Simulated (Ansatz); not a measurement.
# H6Si2: the cost of one run

Method: RKS PBE0-D4/cc-pVDZ, in Ansatz 0.2.0.

### 1 The structure to begin with

Bond lengths: Si1–Si2 2.220 Å, Si2–H3 1.460 Å, Si2–H4 1.460 Å, Si2–H5 1.460 Å, Si1–H6 1.460 Å, Si1–H7 1.459 Å, Si1–H8 1.459 Å. Angles: Si1–Si2–H3 109.5°, Si1–Si2–H4 109.5°, Si1–Si2–H5 109.5°, H3–Si2–H4 109.4°, H3–Si2–H5 109.4°, H4–Si2–H5 109.4°, Si2–Si1–H6 109.5°, Si2–Si1–H7 109.5°, Si2–Si1–H8 109.5°, H6–Si1–H7 109.5°, H6–Si1–H8 109.5°, H7–Si1–H8 109.5°.

As a file:

```xyz
8

Si    0.0000    0.0000    0.0000
Si    0.0000    0.0000    2.2200
H    -1.3148   -0.4067    2.7074
H     1.0096   -0.9353    2.7074
H     0.3052    1.3420    2.7074
H     1.3768    0.0000   -0.4862
H    -0.6877    1.1914   -0.4862
H    -0.6877   -1.1914   -0.4862
```

### 2 Relaxing the start

input.yaml

```yaml
crystal:
  periodic: [false, false, false]
  atoms:
    - { symbol: Si, position_ang: [0.0, 0.0, 0.0] }
    - { symbol: Si, position_ang: [0.0, 0.0, 2.22] }
    - { symbol: H, position_ang: [-1.3148, -0.4067, 2.7074] }
    - { symbol: H, position_ang: [1.0096, -0.9353, 2.7074] }
    - { symbol: H, position_ang: [0.3052, 1.342, 2.7074] }
    - { symbol: H, position_ang: [1.3768, 0.0, -0.4862] }
    - { symbol: H, position_ang: [-0.6877, 1.1914, -0.4862] }
    - { symbol: H, position_ang: [-0.6877, -1.1914, -0.4862] }
basis:
  gaussian: { orbitals: cc-pVDZ }
hamiltonian:
  xc: pbe0
  dispersion: d4
relax:
  f_tol: 0.02
  max_steps: 40
output:
  orbitals: {}
```

The run is started by

```console
> ansatz run input.yaml --threads 1 --pin off --max-ram 2048MiB --backend cpu --events-out ev --progress --plain --runs-dir out
```

What time and memory should one allow on 1 thread of Arm Neoverse V2, shared host?

About 14 s, with a peak of 0.11 GiB.
